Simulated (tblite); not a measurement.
Compound: C₄H₃FN (doublet state).
Geometry (GFN2-xTB, Å), atoms numbered from 1 in this order:
```
atom  x, y, z in Å
F1     2.6759    0.6914   -0.2313
C2     2.0208   -0.2255    0.4604
C3     0.7451   -0.4343    0.6203
C4    -0.3381    0.4048    0.0273
C5    -1.6400   -0.1773   -0.2558
N6    -1.6325    0.5232    0.7812
H7     0.4187   -1.2575    1.2368
H8    -0.0016    1.2780   -0.5187
H9    -2.2347   -0.7968   -0.8824
```

Level: GFN2-xTB in tblite, geometry and Hessian alike; calculated harmonic values, unscaled, isolated species. The method is semi-empirical: single wavenumbers can be off by several per cent or more. One conformer, not necessarily the lowest. Open shells enter through the occupations alone, without spin polarisation, and single modes of such species can be off by tens of per cent.

Harmonic wavenumbers (cm⁻¹): 63.4, 142.7, 279.6, 347.5, 416.1, 607.7, 759.0, 803.5, 830.6, 909.6, 975.6, 991.1, 1071.6, 1208.2, 1216.6, 1304.1, 1751.4, 1783.8, 3037.3, 3086.0, 3226.5.

A = 14374, B = 1897, C = 1827 MHz; mass 84.025 u (most abundant isotopes); point group C1, symmetry number 1; spin multiplicity 2.

Problem. What is the zero-point energy?

Solution. ½Σν̃ = 12406 cm⁻¹ = 148.41 kJ/mol.

Problem. What is S at 298.15 K and 1 bar for an ideal gas of classical rigid rotors and harmonic oscillators?

Solution. Translation 164.12, rotation 109.92, vibration 51.55, spin (R ln 2) 5.76: S = 331.3 J/(mol K).

Problem. And Cp and H(298.15 K) − H(0)?

Solution. Cp = 90.89 J/(mol K), of which vibrations give 57.63 (their classical limit is 21 R = 174.6); H(298.15 K) − H(0) = 18.23 kJ/mol without the zero-point energy, 8.31 from vibrations.

Problem. What must be added to the electronic energy to get the Gibbs energy at 298.15 K and 1 bar?

Solution. ZPE + [H(298.15 K) − H(0)] − T·S = 148.41 + 18.23 − 98.79 = 67.85 kJ/mol.

Problem. How do the functions run with temperature in this model?

Solution. 
| T (K) | S (J/(mol K)) | Cp (J/(mol K)) | H − H(0) (kJ/mol) | G − H(0) (kJ/mol) | ln q(vib) |
| --- | --- | --- | --- | --- | --- |
| 150 | 280.5 | 61.1 | 7.01 | -35.06 | 1.21 |
| 250 | 316.2 | 80.9 | 14.09 | -64.97 | 2.31 |
| 400 | 360.8 | 110.2 | 28.50 | -115.84 | 4.00 |
| 600 | 411.2 | 137.8 | 53.51 | -193.19 | 6.28 |
| 900 | 472.1 | 162.1 | 98.87 | -326.06 | 9.50 |

q(vib) and H(0) count from the zero-point level.

Problem. Blend soft modes into free rotors: weight 1/[1 + (100 cm⁻¹/ν̃)⁴] for the oscillator and the rest for a rotor with moment μB/(μ + B), μ = h/(8π²ν), B = 10⁻⁴⁴ kg m². What vibrational entropy results?

Solution. 47.63 J/(mol K) in place of 51.55, which changes −T·S at 298.15 K by +1.17 kJ/mol.

Problem. Which modes carry the vibrational entropy at 298.15 K?

Solution. 63.4 cm⁻¹: 18.19; 142.7 cm⁻¹: 11.58; 279.6 cm⁻¹: 6.43; 347.5 cm⁻¹: 4.93; 416.1 cm⁻¹: 3.79; 607.7 cm⁻¹: 1.83 J/(mol K); the other 15 give 4.81 together.

Hindered rotation and anharmonicity are outside this model. Other conformers, if any are populated, would add a mixing term that is left out. The structure is chiral; the term R ln 2 for an equal mix with its mirror image is left out.
